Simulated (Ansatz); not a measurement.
Ansatz input

```yaml
crystal:
  lattice:
    - [12.0, 0.0, 0.0]
    - [0.0, 12.3, 0.0]
    - [0.0, 0.0, 12.6]
  atoms:
    - { symbol: "N", position: [0.5, 0.5, 0.4562642373] }
    - { symbol: "N", position: [0.5, 0.5, 0.5437357627] }
hamiltonian:
  xc: pbe
  pseudopotentials:
    kind: paw
    azcp:
      "N": "pseudopotentials/N.paw.azcp"
basis:
  ecutwfc: 420
  fft_grid_basis: typed
kpoints:
  mp_grid: { grid: [1, 1, 1], shift: [0, 0, 0] }
magnetization:
  spin_polarized: false
scf:
  occupations: { method: fermi_dirac, width: 0.01 }
```

and its output:

```
Engine: ansatz 0.2.0, x86_64-unknown-linux-gnu
Pseudopotentials: kind: paw
Pseudopotential: N, paw, valence charge 5, recommended cutoff 420 eV (normal) 
Functional definition: PBE
  parameter kappa = 0.804
  parameter beta = 0.06672455060314922
  exchange = pbe_x(kappa = kappa, mu = beta*pi^2/3)
  correlation = pbe_c(beta = beta)
Crystal: 2 atoms, lattice volume = 1859.760 Å³
Basis set: ecut = 420 eV, 36331 PW (Γ)
Bands: 9, of which v1, the nominal top of the filled ones, is band 5 counted from 1 (4 counted from 0)
Symmetry: 8 space group operations
Space group: Pmmm (ITA 47), of the structure as read, at distance tolerance 1.2e-4 Å
k-points: 1
Non-local potential: N, projectors of the file, l = 0: 2, l = 1: 2, l = 2: 1
PAW form: soft (Blöchl's): semilocal exchange-correlation on the pseudo side does not see the compensation charge
PAW one-centre angular grid: N, 110 points (default); XC on 64 Gauss nodes
Initial density: superposition of atomic densities (neutral atoms: chi_scale 0, normalization atom), corrected by the library's trained network
Initial wavefunctions: pseudopotential atomic-orbital guess
Functional: x = pbe(κ = 0.804, μ = 0.2195149727645171), c = pbe(β = 0.06672455060314922)
SCF iter   1: F=—  HF=-767.999971 eV  |F-HF|=—  |Δ(HF+E_count)|=         —  Δρ=9.72e-4  dr2=1.31e-2  ethr=1.77e-3  ⟨swp⟩=5.0  Hψ=57  notcnv=0
SCF iter   2: F=—  HF=-768.014919 eV  |F-HF|=—  |Δ(HF+E_count)|=   1.49e-2  Δρ=4.08e-4  dr2=1.53e-3  ethr=1.31e-4  ⟨swp⟩=3.0  Hψ=27  notcnv=0
SCF iter   3: F=—  HF=-768.024521 eV  |F-HF|=—  |Δ(HF+E_count)|=   9.60e-3  Δρ=1.11e-4  dr2=1.65e-4  ethr=1.53e-5  ⟨swp⟩=5.0  Hψ=25  notcnv=0
SCF iter   4: F=—  HF=-768.026136 eV  |F-HF|=—  |Δ(HF+E_count)|=   1.61e-3  Δρ=1.50e-5  dr2=1.64e-6  ethr=1.65e-6  ⟨swp⟩=6.0  Hψ=25  notcnv=0
SCF iter   5: F=—  HF=-768.026196 eV  |F-HF|=—  |Δ(HF+E_count)|=   6.00e-5  Δρ=2.20e-6  dr2=6.67e-8  ethr=1.64e-8  ⟨swp⟩=4.0  Hψ=25  notcnv=0
SCF iter   6: F=-768.026196 eV  HF=-768.026196 eV  |F-HF|=5.81e-9  |Δ(HF+E_count)|=   1.36e-8  Δρ=4.18e-7  dr2=1.49e-9  ethr=6.67e-10  ⟨swp⟩=1.0  Hψ=26  notcnv=0
SCF 1 converged in 6 iterations: F = -768.026196 eV  dr2 = 1.49e-9
SCF converged after 6 iterations
Free energy (F): -768.026196 eV
Harris-Foulkes:  -768.026196 eV  (|F-HF|=5.81e-9)
Internal energy: -768.026196 eV  (E = F + TS)
E sigma→0 (E₀):  -768.026196 eV
Fermi energy:    -6.036828 eV
--- Per-component energies (eV) ---
  E_band       = -149.273182
  E_kinetic    = 250.453827
  E_local      = -1499.967319  (includes V_loc(G=0)·N_el)
  E_nonlocal   = 95.963913
  E_hartree    = 594.148345
  E_xc         = -115.031449
  E_vxc        = -145.496352  (∫ρ·V_xc dr)
  E_paw        = -254.652516  (= ΣΔE_a)
  E_vpaw       = -38.524427  (= ΣTr[D̂ρ^β])
  E_aug_tail   = 0.000174  (compensation charges beyond the density's cutoff)
  E_ewald      = 161.058830
  E_smearing   = -0.000000  (= −TS)
  E_closure    = -0.000000  (closes the sum)
  Σ components = -768.026196   (vs F -768.026196, Δ=0.00e0)
```
